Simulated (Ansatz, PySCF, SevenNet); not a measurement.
**Ladder of methods for the lattice parameter a of rock-salt MgS**

Reference value: 5.188 Å (measured, corrected for zero-point motion; as tabulated in Goldzak et al. (2022), arXiv:2208.04865).

```csv
level (code),value (Å)
SevenNet-l3i5,5.228
LDA (Ansatz),5.129
PBE (Ansatz),5.230
PBE-D3(BJ) (Ansatz),…
r²SCAN-D4 (Ansatz),…
HSE06 (Ansatz),5.194
Hartree–Fock (Ansatz),5.285
MP2 (PySCF),5.179 ± 0.02
CCSD(T) (PySCF),…
```

What belongs in the gaps?


- PBE-D3(BJ) (Ansatz, a quantum-chemistry and plane-wave program), value (Å): 5.155
- r²SCAN-D4 (Ansatz), value (Å): 5.183
- CCSD(T) (PySCF), value (Å): 5.205 ± 0.02

Errors against the reference: SevenNet-l3i5 +0.77 %, LDA -1.14 %, PBE +0.81 %, PBE-D3(BJ) -0.64 %, r²SCAN-D4 -0.10 %, HSE06 +0.12 %, Hartree–Fock +1.87 %, MP2 -0.17 %, CCSD(T) +0.33 %.

Once the reference is moved by up to 0.30 % (a margin picked here for doubts on the reference and the settings) and values within 0.10 % count as equal, the nearest can be r²SCAN-D4 (-0.10 %), HSE06 (+0.12 %), MP2 (-0.17 %) or CCSD(T) (+0.33 %). Farthest off among them: Hartree–Fock (+1.87 %).

A ± on a computed value is a rough bar: the spread of its extrapolation, a floor set from checks against published values, or a statistical error. Cutoffs and k meshes differ between the levels. Ansatz's density-functional and Hartree–Fock values are scalar-relativistic unless marked +SOC, with PAW data made under PBE.

Machine-learned potentials (SevenNet-l3i5) are trained on DFT data: a solid inside that data is no test of them.

Differences are worked out from the printed values.
